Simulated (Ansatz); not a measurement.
Basis-set extrapolation for C3H7FO2 (`CCC(O)(O)F`) (PBE0-D4/def2-TZVP geometry, frozen core, Ansatz). Multiplicity 1, RHF reference.

|  | def2-TZVPP | def2-QZVPP |
| --- | --- | --- |
| HF | -367.021069 | -367.037559 |
| MP2 correlation | -1.243085 | -1.339791 |
| CCSD(T) correlation | -1.321096 | not run |

Energies in hartree. Use E(X) = E(∞) + A·exp(−7.88·√X) for Hartree–Fock and E(X) = E(∞) + B·X^(−2.97) for correlation, with X = 3 and 4, and add CCSD(T) minus MP2 of the smaller set to the MP2 limit.

Task: What is the CCSD(T) energy at the basis-set limit?

Result: HF limit: -367.037559 + (-0.016490) × 0.13774 = -367.03983. MP2 limit: -1.339791 + (-0.096706) × 0.74074 = -1.41143. Higher-order term: -1.321096 − (-1.243085) = -0.07801. Total: -368.52927 hartree, 491.2 kJ/mol below CCSD(T)/def2-TZVPP.
